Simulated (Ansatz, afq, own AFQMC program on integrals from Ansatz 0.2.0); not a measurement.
AFQMC on a folder of integrals that Ansatz 0.2.0 wrote.

```yaml
crystal:
  periodic: [false, false, false]
  atoms:
    - {symbol: Al, position_ang: [0.000000, 0.000000, 1.208018]}
    - {symbol: Al, position_ang: [0.000000, 0.000000, -1.247506]}
    - {symbol: H, position_ang: [0.000000, 1.404177, 1.946978]}
    - {symbol: H, position_ang: [0.000000, -1.404176, 1.946978]}
    - {symbol: H, position_ang: [0.000000, 0.000000, -2.836903]}
basis:
  gaussian: {orbitals: cc-pVDZ}
magnetization: {spin_polarized: true, initial_magnetization: 1}
correlation: {method: ccsd_t, electrons: outside_noble_gas, hamiltonian_folder: ham}
```

```sh
$ ansatz run in.yaml --threads 1 --pin off --events-out ev --progress --plain --max-ram 1382MiB
```

afq runs on the folder ham with

```
--method phaseless --trial cisd --walkers 60 --populations 1 --least-time 40 --time-step 0.005 --steps-per-block 50 --equilibration-blocks 28 --max-blocks 300 --target-error 0.00036 --factor-cut 1e-05 --start spin_pure --seed 5416 --release-times 0.24,0.51,0.99,1.62,2.4 --release-step 0.03 --release-every 4 --taylor-order 6
```

Times are imaginary, in 1/Eh. The walk had a cap of 1455 s.

```
orbitals 41  electrons 5 4  factors 309 of 490
reference energy -485.51797995 Eh
CCSD correlation -0.15368354 Eh in 12 cycles, weight of the determinant in the CISD state 0.8820
energy of the start -485.671336 Eh
 block  time / (1/Eh)  mean weight  energy / Eh
     1     0.250  1.0001  -485.669606
     2     0.500  1.0013  -485.669578
     3     0.750  1.0016  -485.671070
     4     1.000  0.9996  -485.671769
     5     1.250  0.9991  -485.672021
     7     1.750  1.0006  -485.673663
     9     2.250  1.0005  -485.675561
    13     3.250  0.9995  -485.674961
    21     5.250  0.9985  -485.676174
    29     7.250  1.0013  -485.675457
    37     9.250  0.9998  -485.677748
    45    11.250  1.0015  -485.675416
    53    13.250  0.9998  -485.675846
    61    15.250  1.0009  -485.675492
    65    16.250  0.9983  -485.680509
    69    17.250  1.0015  -485.679375
    77    19.250  1.0015  -485.678420
    85    21.250  0.9996  -485.674443
    93    23.250  1.0005  -485.675606
   101    25.250  1.0003  -485.676553
   109    27.250  0.9997  -485.678185
   113    28.250  0.9984  -485.673673
   117    29.250  1.0001  -485.676506
   125    31.250  1.0001  -485.675713
   133    33.250  1.0006  -485.677181
   141    35.250  1.0019  -485.675837
   149    37.250  1.0008  -485.675962
   157    39.250  1.0001  -485.674706
   165    41.250  1.0007  -485.677612
   173    43.250  1.0015  -485.676053
   181    45.250  0.9988  -485.675242
   185    46.250  1.0005  -485.676936
blocks merged  error / Eh  count
     1  0.000131  160
     2  0.000166  80
     4  0.000198  40
     8  0.000241  20
    16  0.000283  10
released: time / (1/Eh)  energy / Eh  error  mean overlap
  0.24  -485.676599  0.000331  0.9934
  0.51  -485.676460  0.000279  1.0034
  0.99  -485.676747  0.000338  1.0006
  1.62  -485.676635  0.000297  1.0102
  2.40  -485.676410  0.000349  1.0189
energy -485.676309 +/- 0.000241 Eh
(rows thinned)
```

**Question.** Estimate how long the walk took on 1 thread of Arm Neoverse V1, with other jobs on the host.

**Answer.** 5.1 min of wall time.

The run passed its tests (sampling time, drift between the halves within three errors, error under three times the target), which doesn't prove that it has relaxed.

Against this walk (error 6.6 meV) on the same determinant: CCSD(T) 24.2 meV higher, CCSDT(Q) 14.1 meV lower. The error is statistical and leaves out the bias of the constraint. Released to 2.40 1/Eh the energy moves by -3 ± 12 meV (both errors), within twice the noise.

Cautions: constraint bias not in the error.

CCSDT and higher add their correlation energy to the determinant of the CCSD(T) run, since their own runs factorise the integrals more tightly (a shift of under 2 meV). A walk keeps the symmetry of its determinant, which the program's search chose and which needn't be the lowest solution, so a lower state of the same spin and another symmetry isn't excluded.
